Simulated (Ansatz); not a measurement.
## GeH3, doublet in 6-31G: errors against full CI

Geometry: a point of a stretch scan, not a stationary point.

```xyz
4

Ge    0.0119   -0.0199   -0.0261
H     1.4768   -0.0030    0.4452
H    -1.6238    2.7366    0.9950
H    -0.7073   -1.2977    0.4415
```

Basis 6-31G (Cartesian d functions); Ansatz 0.2.0. Correlated methods freeze the noble-gas cores and the filled d shells of p-block atoms, which leaves 7 electrons in 21 orbitals. R marks a restricted (for open shells ROHF) determinant, U an unrestricted one. Active spaces: pair = (3e, 3o) about the gap; valence = (7e, 7o) chosen from the atoms' valence shells. No spin–orbit coupling is included, and no scalar relativity.

Full CI is exact within this basis and frozen core; it isn't the basis-set limit. The frozen core follows each run's orbitals, which can shift R against U totals by a few meV for light atoms and by up to 0.1 eV past Ca.

- UHF ⟨S²⟩: 1.195
- T1 diagnostic (RCCSD): 0.0446
- largest doubles amplitude (RCCSD): 0.104

```csv
level,E − E(full CI) (meV),share of correlation (%),wall time
RHF,1797,0.00,–
RMP2,577,67.89,–
RCCSD,39,97.80,–
RCCSD(T),18,98.99,1.2 s
BCCD(T),17,99.03,0.96 s
RCCSDT,3,99.82,–
RCCSDT(Q),1,99.94,3.4 s
CASSCF (pair space),1372,23.64,–
NEVPT2 (pair space),475,73.55,0.81 s
MRCISD (pair space),75,95.84,–
MRCISD+Q (pair space),3,99.84,0.96 s
CASSCF (valence space),562,68.72,–
NEVPT2 (valence space),169,90.59,1.8 s
MRCISD (valence space),26,98.53,–
MRCISD+Q (valence space),19,98.95,2.2 s
```

The correlation energy at full CI, counted from RHF, is -1.797 eV. That run took 28 s on 1 thread of Arm Neoverse V2, shared host over 3,978,900 determinants.

Run but not shown, since their state, orbitals or frozen core can't be matched to the reference's or they repeat it: UHF, UMP2, UCCSD, UCCSD(T), UCCSDT, UCCSDT(Q).

Times hold each run's SCF and search for its determinant on a shared host, so for small cases they say little of a method's own cost; they ran on 1 thread of Arm Neoverse V2. Some runs computed forces too.

The full-CI state has the irrep A' of Cs, in the program's axes.

Natural occupations of full CI about the gap: 1.974 1.963 1.858 1.000 0.119 0.032 0.032 0.008 0.005 0.004; effectively unpaired electrons, Σ n²(2−n)², 1.14.
